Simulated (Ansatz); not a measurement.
## SnH₄, singlet: vertical spin and charge gaps

Geometry (PBE0/def2-TZVP stationary point for this spin, not checked as a minimum):

```xyz
5

Sn    0.0000    0.0000    0.0000
H     0.9788    0.9872    0.9851
H    -0.9890   -0.9799    0.9822
H    -0.9784    0.9802   -0.9924
H     0.9886   -0.9875   -0.9749
```

Basis def2-TZVPP with its core potentials; Ansatz 0.2.0. Only valence electrons are correlated (noble-gas cores and the filled d shells of p-block atoms frozen). Prefix R: restricted or restricted open-shell reference; prefix U: unrestricted. Active spaces: valence = (8e, 8o) chosen from the atoms' valence shells. No spin–orbit coupling is included; scalar relativity enters through the core potentials alone.

Gaps are energies of the second state less the first, at fixed atoms, for a selection of the levels run; each method lands on the state that its own search finds for that charge and spin.

Triplet less singlet: 7.632 eV at UCCSDT(Q).

```json
{"level": "UHF", "gap (eV)": "7.353", "error (meV)": "-279"}
{"level": "UMP2", "gap (eV)": "7.666", "error (meV)": "34"}
{"level": "UCCSD", "gap (eV)": "7.708", "error (meV)": "76"}
{"level": "UCCSD(T)", "gap (eV)": "7.668", "error (meV)": "36"}
{"level": "BCCD(T)", "gap (eV)": "7.676", "error (meV)": "44"}
{"level": "UCCSDT", "gap (eV)": "7.639", "error (meV)": "7"}
{"level": "CASSCF (valence space)", "gap (eV)": "7.664", "error (meV)": "32"}
{"level": "NEVPT2 (valence space)", "gap (eV)": "7.635", "error (meV)": "3"}
{"level": "MRCISD (valence space)", "gap (eV)": "7.726", "error (meV)": "94"}
{"level": "MRCISD+Q (valence space)", "gap (eV)": "7.712", "error (meV)": "80"}
{"level": "PBE", "gap (eV)": "6.998", "error (meV)": "-634"}
{"level": "r2SCAN", "gap (eV)": "7.156", "error (meV)": "-476"}
{"level": "PBE0", "gap (eV)": "7.228", "error (meV)": "-404"}
{"level": "B3LYP", "gap (eV)": "7.265", "error (meV)": "-367"}
{"level": "wB97M-V", "gap (eV)": "7.566", "error (meV)": "-66"}
{"level": "B2PLYP", "gap (eV)": "7.475", "error (meV)": "-157"}
{"level": "RPA-PBE", "gap (eV)": "7.553", "error (meV)": "-79"}
```

Functionals correlate the shells that the reference freezes, so part of their error here is the reference's.

Full CI isn't at hand for all of this; UCCSDT(Q) serves as the reference, and is uncertain by about the last step of the cluster series. The frozen core follows each run's orbitals, which can shift R against U totals by a few meV for light atoms and by up to 0.1 eV past Ca.
